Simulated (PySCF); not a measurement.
CH2 (cation, charge +1), SMILES [CH2], doublet (CAM-B3LYP/def2-SVP optimised geometry):

```
3

C      0.000     0.000     0.000
H      1.107     0.000     0.000
H     -1.107     0.000     0.000
```

Computed with unrestricted CAM-B3LYP/def2-TZVP run with PySCF.

### Question
What are the frontier orbital energies (α orbitals alone; a β orbital can be the lowest empty one)?

### Answer
HOMO-2 -30.54 eV, HOMO-1 -24.94 eV, HOMO -19.08 eV, LUMO -12.15 eV, LUMO+1 -5.61 eV.

On the same geometry unrestricted PBE/def2-TZVP (PySCF) gives HOMO-2 -26.75 eV, HOMO-1 -21.72 eV, HOMO -15.95 eV, LUMO -15.19 eV, LUMO+1 -7.81 eV.

Meta-Löwdin charges at CAM-B3LYP/def2-TZVP: C1 0.40, H2 0.30, H3 0.30.
